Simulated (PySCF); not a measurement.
Compound: C4H8O.
Numbering: `[CH2:1]1[CH2:2][CH2:3][O:4][CH2:5]1` (hydrogens: H6, H7 on C1; H8, H9 on C2; H10, H11 on C3; H12, H13 on C5)

The same species was optimised twice, with GFN2-xTB and with PBE0-D3(BJ)/def2-SVP (PySCF), and the same property calculations (PySCF, gas phase) were run on both structures.

```
    coordinate  GFN2-xTB  PBE0-D3(BJ)/def2-SVP  change
     C2–H9 (Å)     1.087                 1.100  +0.013
     C1–H7 (Å)     1.087                 1.100  +0.013
     C1–H6 (Å)     1.091                 1.102  +0.011
     C2–H8 (Å)     1.091                 1.102  +0.011
    C3–H10 (Å)     1.093                 1.103  +0.010
    C5–H13 (Å)     1.099                 1.108  +0.009
    C5–H12 (Å)     1.093                 1.102  +0.009
    C3–H11 (Å)     1.099                 1.108  +0.009
     O4–C5 (Å)     1.419                 1.412  -0.007
     C3–O4 (Å)     1.419                 1.413  -0.006
     C1–C5 (Å)     1.529                 1.523  -0.006
     C2–C3 (Å)     1.529                 1.525  -0.004
     C1–C2 (Å)     1.527                 1.524  -0.003
  H8–C2–H9 (°)     109.1                 107.9    -1.2
  H6–C1–H7 (°)     109.1                 107.9    -1.2
H10–C3–H11 (°)     108.6                 107.4    -1.2
 O4–C5–H13 (°)     109.0                 110.1    +1.1
H12–C5–H13 (°)     108.6                 107.5    -1.1
 O4–C3–H11 (°)     108.9                 109.8    +0.9
  C5–C1–H7 (°)     112.3                 113.2    +0.9
 O4–C3–H10 (°)     108.6                 109.5    +0.9
```

Rotational constants: A = 7198, B = 7015, C = 4036 MHz (GFN2-xTB) against A = 7172, B = 7075, C = 4059 MHz (PBE0-D3(BJ)/def2-SVP). Point groups within 0.08 Å: C2 and C2.

On the GFN2-xTB structure: HOMO (eV) -6.96 [PBE0/pcSseg-1]; LUMO (eV) 1.37 [PBE0/pcSseg-1]; dipole (D) 1.86 [PBE0/pcSseg-1]; GIAO shielding of C1/C2 (mean) (ppm) 156.7 [PBE0/pcSseg-1]; GIAO shielding of C3/C5 (mean) (ppm) 114.5 [PBE0/pcSseg-1]; GIAO shielding of O4 (ppm) 295.6 [PBE0/pcSseg-1].

Task: What do these properties become on the PBE0-D3(BJ)/def2-SVP structure?

Result: 
```json
{"property": "HOMO (eV)", "level": "PBE0/pcSseg-1", "on GFN2-xTB": "-6.96", "on PBE0-D3(BJ)/def2-SVP": "-6.98", "change": "-0.02"}
{"property": "LUMO (eV)", "level": "PBE0/pcSseg-1", "on GFN2-xTB": "1.37", "on PBE0-D3(BJ)/def2-SVP": "1.36", "change": "-0.01"}
{"property": "dipole (D)", "level": "PBE0/pcSseg-1", "on GFN2-xTB": "1.86", "on PBE0-D3(BJ)/def2-SVP": "1.83", "change": "-0.03"}
{"property": "energy, GFN2-xTB geometry as zero (kcal/mol)", "level": "PBE0/pcSseg-1", "on GFN2-xTB": "0.0", "on PBE0-D3(BJ)/def2-SVP": "-0.1", "change": "-0.1"}
{"property": "GIAO shielding of C1/C2 (mean) (ppm)", "level": "PBE0/pcSseg-1", "on GFN2-xTB": "156.7", "on PBE0-D3(BJ)/def2-SVP": "155.3", "change": "-1.4"}
{"property": "GIAO shielding of C3/C5 (mean) (ppm)", "level": "PBE0/pcSseg-1", "on GFN2-xTB": "114.5", "on PBE0-D3(BJ)/def2-SVP": "114.7", "change": "+0.2"}
{"property": "GIAO shielding of O4 (ppm)", "level": "PBE0/pcSseg-1", "on GFN2-xTB": "295.6", "on PBE0-D3(BJ)/def2-SVP": "296.1", "change": "+0.5"}
```

The heavy atoms differ by 0.011 Å rms after alignment. Among all bonds C1–H7 and C2–H9 change most and about equally (+0.013 Å). Changes are differences of the printed values. Neither structure is proved a minimum here.
